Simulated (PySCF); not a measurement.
1-phenylethanol, C8H10O.
Z-matrix (Å and degrees, GFN2-xTB geometry), rows numbered from 1:
```
C 
C   1  1.5350
O   2  1.4101  1  111.50
C   2  1.5154  1  109.43  3   125.95
C   4  1.3891  2  120.01  1    98.06
C   5  1.3833  4  120.71  2  -178.37
C   6  1.3844  5  120.09  4    -0.29
C   7  1.3837  6  119.64  5     0.30
C   8  1.3837  7  120.19  6     0.14
H   1  1.0891  2  110.34  3   -67.82
H   1  1.0876  2  109.80  3    52.24
H   1  1.0866  2  110.08  3   172.35
H   2  1.0955  1  109.15  3  -114.66
H   3  0.9637  2  108.67  1    60.85
H   5  1.0808  4  119.36  2     1.70
H   6  1.0802  5  119.84  4   179.96
H   7  1.0799  6  120.24  5  -179.68
H   8  1.0803  7  120.12  6   179.98
H   9  1.0822  4  120.40  2    -1.46
```

Definitions: NICS(0) = −σiso at the ring centroid; NICS(1) = −σiso and NICS(1)zz = −σzz at ±1 Å along the ring normal z. Level: GIAO PBE0/pcSseg-1 (PySCF, non-relativistic, gas phase) on the GFN2-xTB geometry, one conformer.

Ring bond lengths (Å), with Mayer bond orders in brackets: C4–C5 1.389 (1.42), C5–C6 1.383 (1.44), C6–C7 1.384 (1.44), C7–C8 1.384 (1.43), C8–C9 1.384 (1.47), C9–C4 1.389 (1.37).

**Question.** What do the NICS probes read (ppm)?

**Answer.** 
```json
{"ring": "C4–C5–C6–C7–C8–C9", "type": "6-membered carbocycle; formal bonds all aromatic", "NICS(0)": "-8.7", "NICS(1), two faces": "-11.4 / -11.5", "NICS(1)zz, two faces": "-29.0 / -28.6", "rms pucker (Å)": "0.00", "centre to ring atoms, mean (Å)": "1.39"}
```

**Question.** What can be read from them?

**Answer.** 
- C4–C5–C6–C7–C8–C9: mean NICS(1)zz -28.8 ppm, shielded. For a flat ring without four-coordinate atoms the NICS criterion counts such a value as aromatic.

**Question.** And the bond-length index? Use HOMA with the parameters of Krygowski (1993).

**Answer.** 
- C4–C5–C6–C7–C8–C9: HOMA 1.00 = 1 − EN − GEO, with mean bond length 1.386 Å, EN = α(Ropt − mean)² = 0.002 and GEO = α × variance = 0.002. The geometric and the magnetic index point the same way.

**Question.** List the ring angles and the Hirshfeld charges of the ring atoms.

**Answer.** 
- C4–C5–C6–C7–C8–C9: C4 118.8° (-0.001 e), C5 120.7° (-0.051 e), C6 120.1° (-0.048 e), C7 119.6° (-0.052 e), C8 120.2° (-0.048 e), C9 120.6° (-0.054 e); sum 720.0° against 720° for a flat convex ring.
